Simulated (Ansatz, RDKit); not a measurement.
Species: thioethanol, C2H6S, net charge 0, singlet state. SMILES: CCS

Atoms: C1, C2, S3, H4, H5, H6, H7, H8, H9. Bonds: C1-C2, C1-H7, C1-H8, C1-H9, C2-S3, C2-H5, C2-H6, S3-H4.

Bond lengths (Å) and angles (degrees) optimised at MMFF94 with RDKit; HF/STO-3G with Ansatz (a first-principles code); HF/3-21G with Ansatz; B3LYP/LANL2DZ with Ansatz, each started from the B3LYP-D3(BJ)/def2-TZVP structure (Ansatz) of the last column. A row stands for all coordinates that are equal there; 10 of 13 kinds are shown. No wavenumbers were computed at MMFF94, HF/STO-3G, B3LYP/LANL2DZ, so these may be saddle points.

| coordinate | MMFF94 | HF/STO-3G | HF/3-21G | B3LYP/LANL2DZ | B3LYP-D3(BJ)/def2-TZVP |
|---|---|---|---|---|---|
| C1-C2 | 1.517 | 1.541 | 1.531 | 1.535 | 1.522 |
| C1-H7 | 1.095 | 1.086 | 1.083 | 1.097 | 1.091 |
| C2-S3 | 1.814 | 1.806 | 1.901 | 1.912 | 1.835 |
| C2-H5 | 1.094 | 1.089 | 1.078 | 1.094 | 1.089 |
| S3-H4 | 1.341 | 1.330 | 1.353 | 1.381 | 1.343 |
| C1-C2-S3 | 110.6 | 110.7 | 108.4 | 108.6 | 109.1 |
| C2-C1-H7 | 109.9 | 110.3 | 109.7 | 109.9 | 110.1 |
| C2-C1-H8 | 111.6 | 110.8 | 110.7 | 111.2 | 111.1 |
| C1-C2-H5 | 110.3 | 109.0 | 111.3 | 111.2 | 110.6 |
| S3-C2-H5 | 108.8 | 110.5 | 107.8 | 108.1 | 108.9 |

Mean signed difference of all 8 bond lengths from B3LYP-D3(BJ)/def2-TZVP: MMFF94 -0.001 Å, HF/STO-3G -0.005 Å, HF/3-21G 0.005 Å, B3LYP/LANL2DZ 0.019 Å.
